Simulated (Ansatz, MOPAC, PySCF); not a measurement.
Pair of molecules: CH4 (SMILES C) (first 5 atoms) with C2H6 (SMILES CC); geometry from A24 set.
(charge 0, multiplicity 1):
```xyz
13

C      0.0000    -0.0637     2.4205
H      0.0000     1.0217     2.3424
H      0.8883    -0.4613     1.9331
H     -0.8883    -0.4613     1.9331
H      0.0000    -0.3536     3.4695
C      0.0000     0.7813    -1.1354
H      0.0000     1.3747    -2.0511
H     -0.8804     1.0631    -0.5558
C      0.0000    -0.7133    -1.4472
H      0.8804     1.0631    -0.5558
H      0.0000    -1.3064    -0.5314
H     -0.8810    -0.9953    -2.0259
H      0.8810    -0.9953    -2.0259
```

Counterpoise-corrected where a basis set is named; no monomer relaxation. Rows marked so take none.

Frozen-core correlation. Rows in STO-3G carry no dispersion term and start afresh at each structure. The state reached by AM1 isn't checked.

Run with Ansatz (a first-principles code); MOPAC for AM1 (differences of heats of formation); PySCF for STO-3G rows. Each number belongs to the level named beside it.

Question: One of these levels gives 0.50 kcal/mol for the interaction energy. Which?
A) SVWN5/def2-TZVPPD
B) AM1
C) HF/STO-3G (no counterpoise)
D) CCSD/aug-cc-pVDZ

Answer: C, HF/STO-3G (no counterpoise). The others give 0.13 (AM1), -1.37 (SVWN5/def2-TZVPPD), -0.48 (CCSD/aug-cc-pVDZ)
